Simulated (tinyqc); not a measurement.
The basis set: RHF and MP2 along a ladder of basis sets, for H2O, spin multiplicity 1. Computed by the program tinyqc with PySCF. Same geometry throughout; the dipole is taken about the origin.

Geometry (angstrom):
```
atom       x        y       z
O     0.0000   0.0000  0.0000
H     0.0000   0.7140  0.5760
H     0.0000  -0.7680  0.6190
```

RHF and frozen-core MP2 in a ladder of bases:
```
basis        functions  E(RHF) (hartree)  E(MP2 corr) (hartree)  HOMO (eV)  LUMO (eV)  dipole (debye)
sto-3g               7        -74.958962              -0.035354   -10.7095    16.4691          1.7496
3-21g               13        -75.581802              -0.120384   -13.0970     7.1673          2.4665
6-31g               13        -75.980431              -0.127375   -13.6844     5.5305          2.6657
cc-pvdz             24        -76.024281              -0.201451   -13.4563     5.0391          2.0856
aug-cc-pvdz         41        -76.038833              -0.219004   -13.8952     0.9595          2.0319
cc-pvtz             58        -76.054708              -0.261281   -13.7631     3.8595          2.0574
```

Estimate the missing row, basis = 6-31g**.

Computed row:
```
basis    functions  E(RHF) (hartree)  E(MP2 corr) (hartree)  HOMO (eV)  LUMO (eV)  dipole (debye)
6-31g**         24        -76.020036              -0.194317   -13.5518     5.8570          2.2158
```

From cc-pVDZ to cc-pVTZ the RHF energy falls by 30.4 mhartree and the correlation energy by 59.8. If valence correlation converges as X^-3, (27 E(T) - 8 E(D))/19 gives -0.2865 hartree, a rough estimate from such small X that usually falls short; STO-3G holds about 12 % of it. Beyond STO-3G the LUMO moves by 6.2 eV and the HOMO by 0.8 eV; diffuse functions lower the positive LUMO sharply, since an unbound virtual level tracks the most diffuse function.
